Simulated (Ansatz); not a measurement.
Geometry optimisation, RKS PBE0-D4/6-31G* in Ansatz 0.2.0.

Input file:

```yaml
crystal:
  periodic: [false, false, false]
  atoms:
    - { symbol: Al, position_ang: [0.028465, -0.45279, -0.422301] }
    - { symbol: Cl, position_ang: [0.232099, 0.169998, 2.93747] }
    - { symbol: H, position_ang: [1.348808, 0.251581, -0.967947] }
    - { symbol: H, position_ang: [-1.393601, 0.247432, -0.597155] }
    - { symbol: Si, position_ang: [0.12593, -2.582529, 0.581549] }
    - { symbol: H, position_ang: [-0.531049, -3.659356, -0.21942] }
    - { symbol: H, position_ang: [1.511854, -3.042295, 0.892097] }
    - { symbol: H, position_ang: [-0.600593, -2.614707, 1.905727] }
    - { symbol: H, position_ang: [-0.158512, -1.098333, 2.775979] }
basis:
  gaussian: { orbitals: "6-31G*" }
hamiltonian:
  xc: pbe0
  dispersion: d4
relax:
  f_tol: 0.03
  max_steps: 50
output:
  orbitals: {}
```

Run as:

```bash
$ ansatz run input.yaml --threads 1 --pin off --max-ram 2048MiB --backend cpu --events-out ev --progress --plain --runs-dir out
```

**Question.** Where does it end, and by what steps?

**Answer.** It converged. After 10 steps the energy has fallen by 0.266 eV; Cl2 moved furthest, 0.61 Å. Joined: Al1–Cl2 (3.42 → 2.66 Å).

| step | energy less start (eV) | largest force component (eV/Å) | accepted |
| --- | --- | --- | --- |
| 0 | 0.0000 | 1.076 | yes |
| 1 | -0.0987 | 1.384 | yes |
| 2 | -0.1771 | 1.223 | yes |
| 3 | -0.2246 | 0.930 | yes |
| 4 | -0.2122 | 1.064 | no |
| 5 | -0.2409 | 0.836 | yes |
| 6 | -0.2523 | 0.609 | yes |
| 7 | -0.2469 | 0.650 | no |
| 8 | -0.2646 | 0.063 | yes |
| 9 | -0.2618 | 0.085 | no |
| 10 | -0.2657 | 0.017 | yes |

```xyz
9
Properties=species:S:1:pos:R:3
Al 0.045 -0.404 -0.161
Cl 0.228 0.387 2.370
H 1.357 0.363 -0.641
H -1.395 0.225 -0.443
Si 0.139 -2.757 0.550
H -0.577 -3.734 -0.324
H 1.520 -3.289 0.765
H -0.529 -2.860 1.899
H -0.225 -0.712 2.871
```

The run took 36 s on 1 thread of Arm Neoverse V2, on a shared host, peak memory 0.14 GiB.
